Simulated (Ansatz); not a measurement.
Reaction: C3H4 (SMILES C#CC) → C3H4 (parent SMILES C#CC, triplet)
Each species at its own B3LYP-D3(BJ)/def2-TZVP minimum (Ansatz, a quantum-chemistry and plane-wave program).

Total energies in hartree (Ansatz). UHF or UKS for unpaired electrons; spin-orbit terms are left out. Correlated methods leave the cores frozen. No relativity. The spin of C3H4 (parent SMILES C#CC, triplet) was assumed, and the state is the lowest solution found for it.

```csv
species,HF/cc-pVTZ,CCSD(T)/cc-pVTZ,HF/cc-pVQZ,CCSD(T)/cc-pVQZ,CCSD(T)/cc-pVDZ,CCSDT(Q)/cc-pVDZ
1: C3H4 (SMILES C#CC),-115.90848,-116.43512,-115.91599,-116.46867,-116.31489,-116.31674
"2: C3H4 (parent SMILES C#CC, triplet)",-115.80827,-116.29668,-115.81573,-116.32865,-116.18493,-116.18768
```

**Question.** Work out the adiabatic triplet-singlet gap (electronic) in kJ/mol: take Hartree-Fock from cc-pVQZ, extrapolate the CCSD(T) correlation energy as X^-3 (X = 3, 4), and add CCSDT(Q) - CCSD(T) in cc-pVDZ. 1 hartree = 2625.5 kJ/mol.

**Answer.** 
Species 1: correlation (64·(-0.55268) - 27·(-0.52664))/37 = -0.57168; step -0.00185; E1 = -115.91599 + (-0.57168) + (-0.00185) = -116.48952
Species 2: correlation (64·(-0.51292) - 27·(-0.48841))/37 = -0.53081; step -0.00275; E2 = -115.81573 + (-0.53081) + (-0.00275) = -116.34929
-1·E1 +1·E2 = 0.14023 hartree = 368.2 kJ/mol.
